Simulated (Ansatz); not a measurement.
# SiNH₆+ (SMILES [NH3+][SiH3]): one structure at several levels

A test off equilibrium: a structure displaced at random from a GFN2-xTB minimum is computed at several levels, and each is set against CCSD(T).

The runs use Ansatz 0.2.0, Gaussian basis; single points in def2-TZVPP.

Cores are frozen in the correlated methods.

## 1. The starting structure

SMILES `[NH3+][SiH3]`, 8 atoms, charge 1, spin multiplicity 1.

Atoms are counted from 1 here; the program's logs count them from 0.

Bond lengths: N1–Si2 1.840 Å, N1–H3 1.202 Å, N1–H4 1.074 Å, N1–H5 1.017 Å, Si2–H6 1.553 Å, Si2–H8 1.441 Å. Angles: Si2–N1–H3 116.3°, Si2–N1–H4 117.5°, Si2–N1–H5 119.2°, H3–N1–H4 94.7°, H3–N1–H5 90.0°, H4–N1–H5 113.1°, N1–Si2–H6 106.1°, N1–Si2–H8 98.1°, H6–Si2–H8 122.5°.

Geometry (Å):

```tsv
atom	x (Å)	y (Å)	z (Å)
N1	-0.41450	0.01330	-0.70750
Si2	0.23590	-0.10470	1.00940
H3	0.22420	0.68450	-1.47330
H4	-0.37660	-0.87240	-1.31410
H5	-1.23480	0.58690	-0.88890
H6	0.45090	1.35650	1.48980
H7	1.85180	-0.71710	0.61840
H8	-0.78940	-0.95740	1.55560
```

## 2. CCSD(T)/def2-TZVPP

Input file run/in.yaml:

```yaml
crystal:
  periodic: [false, false, false]
  atoms:
    - {symbol: N, position_ang: [-0.414500, 0.013300, -0.707500]}
    - {symbol: Si, position_ang: [0.235900, -0.104700, 1.009400]}
    - {symbol: H, position_ang: [0.224200, 0.684500, -1.473300]}
    - {symbol: H, position_ang: [-0.376600, -0.872400, -1.314100]}
    - {symbol: H, position_ang: [-1.234800, 0.586900, -0.888900]}
    - {symbol: H, position_ang: [0.450900, 1.356500, 1.489800]}
    - {symbol: H, position_ang: [1.851800, -0.717100, 0.618400]}
    - {symbol: H, position_ang: [-0.789400, -0.957400, 1.555600]}
basis:
  gaussian: {orbitals: def2-TZVPP}
total_charge: 1
correlation: {method: ccsd_t}
output: {forces: true}
```

No record of the launch command was kept for these runs.

## 3. PBE0-D4/def2-TZVPP

Changes to run/in.yaml since step 2:

```diff
@@ -14,3 +14,3 @@
 total_charge: 1
-correlation: {method: ccsd_t}
-output: {forces: true}
+hamiltonian: {xc: pbe0, dispersion: d4}
+output: {forces: true, orbitals: {seedname: orbitals}}
```

## 4. wB97M-V/def2-TZVPP

Changes to run/in.yaml since step 3:

```diff
@@ -14,3 +14,3 @@
 total_charge: 1
-hamiltonian: {xc: pbe0, dispersion: d4}
-output: {forces: true, orbitals: {seedname: orbitals}}
+hamiltonian: {xc: {name: wB97M-V}}
+output: {forces: true}
```

## 5. r2SCAN-D4/def2-TZVPP

Changes to run/in.yaml since step 4:

```diff
@@ -14,3 +14,3 @@
 total_charge: 1
-hamiltonian: {xc: {name: wB97M-V}}
+hamiltonian: {xc: r2scan, dispersion: d4}
 output: {forces: true}
```

## 6. PBE-D4/def2-TZVPP

Changes to run/in.yaml since step 5:

```diff
@@ -14,3 +14,3 @@
 total_charge: 1
-hamiltonian: {xc: r2scan, dispersion: d4}
+hamiltonian: {xc: pbe, dispersion: d4}
 output: {forces: true}
```

## 7. SPW92/def2-TZVPP

Changes to run/in.yaml since step 6:

```diff
@@ -14,3 +14,3 @@
 total_charge: 1
-hamiltonian: {xc: pbe, dispersion: d4}
+hamiltonian: {xc: lda}
 output: {forces: true}
```

## 8. HSE06-D4/def2-TZVPP

Changes to run/in.yaml since step 7:

```diff
@@ -14,3 +14,3 @@
 total_charge: 1
-hamiltonian: {xc: lda}
+hamiltonian: {xc: hse06, dispersion: d4}
 output: {forces: true}
```

(Steps that only read results are left out.)

What does the calculation give? Wanted: energy less free atoms, CCSD(T)/def2-TZVPP; RMS force component; RMS force error; HOMO and LUMO, PBE0-D4; T1 diagnostic.

As calculated:

```
                                  quantity                                                                                          value
energy less free atoms, CCSD(T)/def2-TZVPP                                                                                -372.3 kcal/mol
                       RMS force component                                                           1.765 to 1.978 eV/Å over the methods
                           RMS force error  PBE0-D4 0.068, wB97M-V 0.047, r2SCAN-D4 0.057, PBE-D4 0.183, SPW92 0.291, HSE06-D4 0.067 eV/Å
                    HOMO and LUMO, PBE0-D4                                                                            -14.26 and -6.20 eV
                             T1 diagnostic                                                                                          0.010
```

What this shows: Against CCSD(T) the functionals' energies less atoms differ by -81.8 to -5.4 kcal/mol, PBE-D4 by -13.8 kcal/mol. The reference is not at the basis limit: in triple zeta CCSD(T) underbinds, which counts against methods that bind more; the gaps are no ranking. The forces of wB97M-V come nearest to CCSD(T), those of SPW92 are farthest. Frozen-core CCSD(T) forces in triple zeta carry basis errors of their own, and this is one geometry, so small gaps rank nothing.
